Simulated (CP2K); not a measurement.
# BNH3 (SMILES [BH]N), step by step

Wanted: a geometry optimisation (GFN2-xTB), then a structure relaxation, then a band of images between two shapes (GFN2-xTB) of BNH3. 

Program for the calculation: CP2K 2026.2.

6 further runs of the same task are left out: 6 set aside as unsound or not needed.

### Step 1. The molecule

BNH3: 5 atoms, total charge 0, spin state doublet. SMILES: `[BH]N`. Geometry: relaxed at GFN2-xTB. This is one conformer, not always the lowest. The run starts from this shape.

Bond lengths: B1–N2 1.373 Å, B1–H3 1.172 Å, N2–H4 1.016 Å, N2–H5 1.009 Å. Angles: B1–N2–H4 124.6°, B1–N2–H5 124.6°, N2–B1–H3 121.6°, H4–N2–H5 110.8°.

### Step 2. A geometry optimisation at GFN2-xTB (run 1)

molecule.pdb reads:

```
HETATM    1 B    MOL A   1       0.706  -0.342   0.540  1.00  0.00           B
HETATM    2 N    MOL A   1      -0.169   0.403  -0.211  1.00  0.00           N
HETATM    3 H    MOL A   1       0.537  -1.487   0.724  1.00  0.00           H
HETATM    4 H    MOL A   1      -1.007   0.036  -0.653  1.00  0.00           H
HETATM    5 H    MOL A   1      -0.067   1.389  -0.400  1.00  0.00           H
END
```

mol.inp reads:

```
&GLOBAL
   PROJECT_NAME mol
   RUN_TYPE GEO_OPT
   PRINT_LEVEL LOW
&END

# ionic moves
&MOTION
   &GEO_OPT
      OPTIMIZER BFGS
      MAX_ITER 100
      MAX_FORCE 4.5E-04
      RMS_FORCE 3.0E-04
   &END
   # extra output
   &PRINT
      &TRAJECTORY
         &EACH
            GEO_OPT 1
         &END
      &END
      &FORCES ON
         &EACH
            GEO_OPT 1
         &END
      &END
      &RESTART OFF
      &END
      &RESTART_HISTORY OFF
      &END
   &END
&END

&FORCE_EVAL
   METHOD QUICKSTEP
   &DFT
      MULTIPLICITY 2
      LSD T
      # Quickstep
      &QS
         METHOD XTB
         EPS_DEFAULT 1.0E-10
         &XTB
            GFN_TYPE TBLITE
            &TBLITE
               METHOD GFN2
            &END
            CHECK_ATOMIC_CHARGES F
         &END
      &END
      &POISSON
         PERIODIC NONE
         POISSON_SOLVER ANALYTIC
      &END
      # SCF settings
      &SCF
         SCF_GUESS ATOMIC
         EPS_SCF 1.0E-07
         MAX_SCF 150
         ADDED_MOS 4
         &DIAGONALIZATION
            ALGORITHM STANDARD
         &END
         &MIXING
            METHOD DIRECT_P_MIXING
            ALPHA 0.4
         &END
      &END
      &PRINT
         &MOMENTS
            PERIODIC F
            REFERENCE COM
            MAX_MOMENT 1
         &END
         &MULLIKEN OFF
         &END
         &HIRSHFELD OFF
         &END
      &END
   &END
   &SUBSYS
      &CELL
         ABC 17.7 18.9 17.4
         PERIODIC NONE
      &END
      &TOPOLOGY
         COORD_FILE_NAME molecule.pdb
         COORD_FILE_FORMAT PDB
         CONN_FILE_FORMAT OFF
         &CENTER_COORDINATES
         &END
      &END
   &END
&END
```

The run is started by

```console
$ OMP_NUM_THREADS=1 cp2k.psmp mol.inp > mol.out
```

The program printed:

```text
CP2K| version string:                                       CP2K version 2026.2
[...]
 GLOBAL| Method name                                                        CP2K
[...]
 GLOBAL| Run type                                                        GEO_OPT
[...]
                             - Atoms:                                          5
[...]
                             - Spherical basis functions:                     11
[...]
 Number of electrons:                                                          6
[...]
  *** SCF run converged in    15 steps ***
[...]
 ENERGY| Total FORCE_EVAL ( QS ) energy [hartree]             -5.613968448441336
[...]
 OPT| Step number                                                              0
[...]
 OPT| Total energy [hartree]                                       -5.6139684484
[...]
 OPT| Step number                                                              1
[...]
 OPT| Total energy [hartree]                                       -5.6139759135
[...]
 OPT| Step number                                                              2
[...]
 OPT| Total energy [hartree]                                       -5.6139775895
[...]
 ***                    GEOMETRY OPTIMIZATION COMPLETED                      ***
[...]
  *** SCF run converged in     2 steps ***
[...]
  Fermi energy:                                                -0.24886124660568
[...]
 TB_DIPOLE| Moment [Debye]         -0.27896088       1.07898318      -0.45520705
 TB_DIPOLE| Derivative [a.u.]       0.00000000       0.00000000       0.00000000
 ENERGY| Total FORCE_EVAL ( QS ) energy [hartree]             -5.613977589515867
[...]
```

It took 1 s on 1 thread of Intel Xeon 6975P-C (Granite Rapids), shared host; peak memory 0.19 GiB.

Step by step:

```csv
step,energy from the first frame kept (eV),largest force (eV/Å)
1,0.0000,0.0561
2,0.0000,0.0054
3,0.0000,0.0054
```

After the run. Bond lengths: B1–N2 1.375 Å, B1–H3 1.172 Å, N2–H4 1.015 Å, N2–H5 1.009 Å. Angles: B1–N2–H4 124.6°, B1–N2–H5 124.4°, N2–B1–H3 121.2°, H4–N2–H5 111.0°.

### Step 3. A geometry optimisation at GFN2-xTB (run 2)

molecule.pdb reads:

```
HETATM    1 B    MOL A   1       0.706  -0.342   0.540  1.00  0.00           B
HETATM    2 N    MOL A   1      -0.169   0.403  -0.211  1.00  0.00           N
HETATM    3 H    MOL A   1       0.922  -0.088   1.664  1.00  0.00           H
HETATM    4 H    MOL A   1      -1.007   0.036  -0.653  1.00  0.00           H
HETATM    5 H    MOL A   1      -0.067   1.389  -0.400  1.00  0.00           H
END
```

job.inp reads:

```
&force_eval
 method QUICKSTEP
 &dft
  charge 0
  multiplicity 2
  spin_polarized T
  &qs
   method XTB
   eps_default 1.0E-10
   &xtb
    gfn_type TBLITE
    &tblite
     method GFN2
    &end tblite
    check_atomic_charges F
   &end xtb
  &end qs
  &poisson
   periodic NONE
   poisson_solver ANALYTIC
  &end poisson
  &scf
   scf_guess ATOMIC
   eps_scf 1.0E-07
   max_scf 150
   added_mos 4
   &diagonalization
    algorithm STANDARD
   &end diagonalization
   &mixing
    method DIRECT_P_MIXING
    alpha 0.4
   &end mixing
  &end scf
  &print
   &moments
    periodic F
    reference COM
    max_moment 1
   &end moments
   &mulliken OFF
   &end mulliken
   &hirshfeld OFF
   &end hirshfeld
  &end print
 &end dft
 &subsys
  &cell
   abc [angstrom] 17.9 17.7 18.3
   periodic NONE
  &end cell
  &topology
   coord_file_name molecule.pdb
   coord_file_format PDB
   conn_file_format OFF
   &center_coordinates
   &end center_coordinates
  &end topology
 &end subsys
&end force_eval
&motion
 &geo_opt
  optimizer BFGS
  max_iter 100
  max_force 4.5E-04
  rms_force 3.0E-04
 &end geo_opt
 &print
  &trajectory
   &each
    geo_opt 1
   &end each
  &end trajectory
  &forces ON
   &each
    geo_opt 1
   &end each
  &end forces
  &restart OFF
  &end restart
  &restart_history OFF
  &end restart_history
 &end print
&end motion
&global
 project_name job
 run_type GEO_OPT
 print_level LOW
&end global
```

The run is started by

```console
$ OMP_NUM_THREADS=1 cp2k.psmp -i job.inp -o job.out
```

The program printed:

```text
CP2K| version string:                                       CP2K version 2026.2
[...]
 GLOBAL| Method name                                                        CP2K
[...]
 GLOBAL| Run type                                                        GEO_OPT
[...]
                             - Atoms:                                          5
[...]
                             - Spherical basis functions:                     11
[...]
 Number of electrons:                                                          6
[...]
  *** SCF run converged in    17 steps ***
[...]
 ENERGY| Total FORCE_EVAL ( QS ) energy [hartree]             -5.593769198511709
[...]
 OPT| Step number                                                              0
[...]
 OPT| Total energy [hartree]                                       -5.5937691985
[...]
 OPT| Step number                                                              9
[...]
 OPT| Total energy [hartree]                                       -5.6139774911
[...]
 OPT| Step number                                                             10
[...]
 OPT| Total energy [hartree]                                       -5.6139778837
[...]
 ***                    GEOMETRY OPTIMIZATION COMPLETED                      ***
[...]
  *** SCF run converged in     2 steps ***
[...]
  Fermi energy:                                                -0.24894474289674
[...]
 TB_DIPOLE| Moment [Debye]         -0.74987514       0.06753986      -0.93741987
 TB_DIPOLE| Derivative [a.u.]       0.00000000       0.00000000       0.00000000
 ENERGY| Total FORCE_EVAL ( QS ) energy [hartree]             -5.613977883704219
[...]
```

Wall time 1.4 s (1 thread of Intel Xeon 6975P-C (Granite Rapids), shared host); peak memory 0.19 GiB.

Step by step:

| step | energy from the first frame kept (eV) | largest force (eV/Å) |
| --- | --- | --- |
| 1 | 0.0000 | 1.0212 |
| 2 | -0.1220 | 1.4782 |
| 3 | -0.2045 | 0.8962 |
| 4 | -0.2483 | 0.6334 |
| 5 | -0.2594 | 0.2690 |
| 6 | -0.2615 | 0.2797 |
| 7 | -0.2626 | 0.0647 |
| 8 | -0.2628 | 0.0569 |
| 9 | -0.2630 | 0.0270 |
| 10 | -0.2630 | 0.0113 |
| 11 | -0.2630 | 0.0113 |

After the run. Bond lengths: B1–N2 1.375 Å, B1–H3 1.172 Å, N2–H4 1.009 Å, N2–H5 1.014 Å. Angles: B1–N2–H4 124.5°, B1–N2–H5 124.4°, N2–B1–H3 121.1°, H4–N2–H5 111.0°.

### Step 4. A band of images between two shapes at GFN2-xTB (band type D-NEB, end cart set, images 7, spring 0.05 Eh/bohr^2) (run 3)

start.xyz reads:

```xyz
5

B      9.767060     9.207397     9.667862
N      8.888702     9.951283     8.915304
H      9.592646     8.062886     9.849510
H      8.052276     9.582760     8.474920
H      8.991576    10.937114     8.727823
```

image2.xyz reads:

```xyz
5

B      9.670150     9.173095     9.614660
N      8.852299     9.936146     8.895799
H      9.715788     8.075532     9.925039
H      8.010932     9.643695     8.432917
H      9.043090    10.912972     8.767005
```

image3.xyz reads:

```xyz
5

B      9.552235     9.101393     9.557609
N      8.819800     9.931076     8.876214
H      9.858651     8.117237    10.005737
H      7.972886     9.698709     8.394536
H      9.088686    10.893024     8.801323
```

image4.xyz reads:

```xyz
5

B      9.431399     9.003594     9.505370
N      8.801155     9.922834     8.866323
H      9.984742     8.199062    10.065430
H      7.949387     9.745044     8.367671
H      9.125576    10.870906     8.830625
```

image5.xyz reads:

```xyz
5

B      9.325714     8.883844     9.468438
N      8.790545     9.902830     8.864600
H     10.078107     8.328490    10.091994
H      7.938868     9.792296     8.348865
H      9.159024    10.833981     8.861523
```

image6.xyz reads:

```xyz
5

B      9.242257     8.762210     9.446197
N      8.779698     9.866126     8.866997
H     10.141707     8.485503    10.092448
H      7.931961     9.849164     8.329910
H      9.196636    10.778436     8.899867
```

end.xyz reads:

```xyz
5

B      9.194072     8.657209     9.442258
N      8.759741     9.827044     8.864170
H     10.177183     8.625627    10.079239
H      7.922817     9.913737     8.307552
H      9.238445    10.717823     8.942201
```

job.inp reads:

```
&FORCE_EVAL
    METHOD Quickstep
    &DFT
        MULTIPLICITY 2
        SPIN_POLARIZED T
        &QS
            METHOD XTB
            EPS_DEFAULT 1.0E-10
            &XTB
                GFN_TYPE TBLITE
                &TBLITE
                    METHOD GFN2
                &END TBLITE
                CHECK_ATOMIC_CHARGES F
            &END XTB
        &END QS
        &POISSON
            PERIODIC NONE
            POISSON_SOLVER ANALYTIC
        &END POISSON
        &SCF
            SCF_GUESS ATOMIC
            EPS_SCF 1.0E-07
            MAX_SCF 150
            ADDED_MOS 4
            &DIAGONALIZATION
                ALGORITHM STANDARD
            &END DIAGONALIZATION
            &MIXING
                METHOD DIRECT_P_MIXING
                ALPHA 0.4
            &END MIXING
        &END SCF
        &PRINT
            &MULLIKEN OFF
            &END MULLIKEN
            &HIRSHFELD OFF
            &END HIRSHFELD
        &END PRINT
    &END DFT
    &SUBSYS
        &CELL
            ABC 18.1 19 18.4
            PERIODIC NONE
        &END CELL
        &TOPOLOGY
            COORD_FILE_NAME start.xyz
            COORD_FILE_FORMAT XYZ
        &END TOPOLOGY
    &END SUBSYS
&END FORCE_EVAL

&MOTION
    &BAND
        BAND_TYPE D-NEB
        NUMBER_OF_REPLICA 7
        K_SPRING 0.05
        ROTATE_FRAMES T
        ALIGN_FRAMES T
        &CONVERGENCE_CONTROL
            MAX_FORCE 0.001
            RMS_FORCE 0.0007
            MAX_DR 0.005
            RMS_DR 0.003
        &END CONVERGENCE_CONTROL
        &OPTIMIZE_BAND
            OPT_TYPE DIIS
            &DIIS
                MAX_STEPS 60
                N_DIIS 3
                NO_LS T
                STEPSIZE 0.5
                MAX_STEPSIZE 1.0
                MAX_SD_STEPS 5
            &END DIIS
        &END OPTIMIZE_BAND
        &REPLICA
            COORD_FILE_NAME start.xyz
        &END REPLICA
        &REPLICA
            COORD_FILE_NAME image2.xyz
        &END REPLICA
        &REPLICA
            COORD_FILE_NAME image3.xyz
        &END REPLICA
        &REPLICA
            COORD_FILE_NAME image4.xyz
        &END REPLICA
        &REPLICA
            COORD_FILE_NAME image5.xyz
        &END REPLICA
        &REPLICA
            COORD_FILE_NAME image6.xyz
        &END REPLICA
        &REPLICA
            COORD_FILE_NAME end.xyz
        &END REPLICA
        &PROGRAM_RUN_INFO
            INITIAL_CONFIGURATION_INFO T
        &END PROGRAM_RUN_INFO
        &CONVERGENCE_INFO ON
        &END CONVERGENCE_INFO
    &END BAND
    &PRINT
        &RESTART OFF
        &END RESTART
        &RESTART_HISTORY OFF
        &END RESTART_HISTORY
    &END PRINT
&END MOTION

&GLOBAL
    PROJECT_NAME job
    RUN_TYPE BAND
    PRINT_LEVEL LOW
&END GLOBAL
```

The run is started by

```console
$ OMP_NUM_THREADS=1 cp2k.psmp -i job.inp > job.out 2>&1
```

The program printed:

```text
CP2K| version string:                                       CP2K version 2026.2
 CP2K| Input file name                                                   job.inp

[... 226 lines left out ...]
 BAND TOTAL ENERGY [au]        =                              -39.23805165874007
[... 143 lines left out ...]
 BAND TOTAL ENERGY [au]        =                              -39.25179700180877
[... 143 lines left out ...]
 BAND TOTAL ENERGY [au]        =                              -39.25185501356541
[... 143 lines left out ...]
 BAND TOTAL ENERGY [au]        =                              -39.25156528081040
[... 143 lines left out ...]
 BAND TOTAL ENERGY [au]        =                              -39.25130095907895
[... 143 lines left out ...]
 BAND TOTAL ENERGY [au]        =                              -39.25103116082884
[... 143 lines left out ...]
 BAND TOTAL ENERGY [au]        =                              -39.25073220621396
[... 143 lines left out ...]
 BAND TOTAL ENERGY [au]        =                              -39.25046955412300
[... 8 lines left out ...]
 dump_neb_final: Band task not yet converged, writing XYZ trajectory anyway:
  job-FINAL-1.xyz

 dump_neb_final: Done!

 MEMORY| Estimated peak process memory [MiB]                                 198

 -------------------------------------------------------------------------------
 -                                                                             -
 -                                T I M I N G                                  -
 -                                                                             -
 -------------------------------------------------------------------------------
 SUBROUTINE                       CALLS  ASD         SELF TIME        TOTAL TIME
                                MAXIMUM       AVERAGE  MAXIMUM  AVERAGE  MAXIMUM
 CP2K                                 1  1.0    0.003    0.003   14.686   14.686
 neb                                  1  2.0   14.657   14.657   14.678   14.678
 -------------------------------------------------------------------------------

 -------------------------------------------------------------------------------
```

Wall time 16 s (1 thread of Intel Xeon 6975P-C (Granite Rapids), shared host); peak memory 0.19 GiB.

The run stopped without converging.

### Step 5. What came out

```
                                                  quantity                      value
                  run 1, GFN2-xTB: total energy at the end                -5.61398 Eh
run 1, GFN2-xTB: dipole moment (from atomic charges alone)                     1.20 D
                  run 2, GFN2-xTB: total energy at the end                -5.61398 Eh
                                           run 3, GFN2-xTB  no result (not converged)
```

In words: The dipole (run 1, GFN2-xTB) comes from point charges on the atoms alone, without atomic dipoles, so it is partial. The optimisation (run 1, GFN2-xTB) took 2 steps and changed the energy by -0.000 eV. The dipole (run 2, GFN2-xTB) comes from point charges on the atoms alone, without atomic dipoles, so it is partial. The optimisation (run 2, GFN2-xTB) took 10 steps and changed the energy by -0.550 eV. 1 of the 3 runs did not end normally.
